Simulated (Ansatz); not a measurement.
Reaction (SMILES): ClCCl + 2 [H][H] (H2) → C (CH4) + 2 Cl (HCl)
B3LYP-D3(BJ)/def2-TZVP geometries, fixed; electronic energies without zero-point terms.
Largest species:
```
C
H 1 1.0832
H 1 1.0832 2 111.91
Cl 1 1.7804 2 108.02 3 118.77
Cl 1 1.7804 2 108.02 3 -118.77
```

Basis-set convergence of the energy of full hydrogenation at wB97M-V with Ansatz (a first-principles code). Cartesian d functions, on some or all atoms, in 6-31G**, 6-31+G*; all else is spherical. The program fits the integrals of some runs and decomposes those of others, by size. The functional holds VV10 correlation; no added dispersion term, no relativity. Functions are those of the species that has most. Reference: the value in aug-pcseg-3, -44.92 kcal/mol, itself unsure by roughly 0.06 kcal/mol (its mean distance from aug-cc-pV(Q+d)Z, cc-pV(5+d)Z, def2-QZVPPD).

| basis | functions | energy of full hydrogenation (kcal/mol) |
|---|---|---|
| 3-21G | 39 | -41.88 |
| pcseg-0 | 39 | -48.54 |
| 6-31G** | 63 | -42.98 |
| 6-31+G* | 69 | -40.06 |
| cc-pV(D+d)Z | 70 | [?] |
| def2-SVPD | 90 | -50.86 |
| aug-pcseg-1 | 95 | -46.82 |
| aug-cc-pV(D+d)Z | 105 | -48.64 |
| def2-TZVP | 117 | [?] |
| def2-TZVPD | 147 | -44.31 |
| jun-cc-pV(T+d)Z | 163 | -45.26 |
| def2-TZVPPD | 173 | [?] |
| aug-pcseg-2 | 192 | [?] |
| aug-cc-pV(T+d)Z | 202 | -45.14 |
| def2-QZVPP | 257 | -44.77 |
| aug-cc-pV(Q+d)Z | 350 | -44.90 |
| aug-pcseg-3 | 361 | -44.92 |
| cc-pV(5+d)Z | 401 | -44.77 |

Task: Some entries are withheld; supply them.

Result: 
- cc-pV(D+d)Z, energy of full hydrogenation (kcal/mol): -47.00
- def2-TZVP, energy of full hydrogenation (kcal/mol): -43.29
- def2-TZVPPD, energy of full hydrogenation (kcal/mol): -45.23
- aug-pcseg-2, energy of full hydrogenation (kcal/mol): -45.35
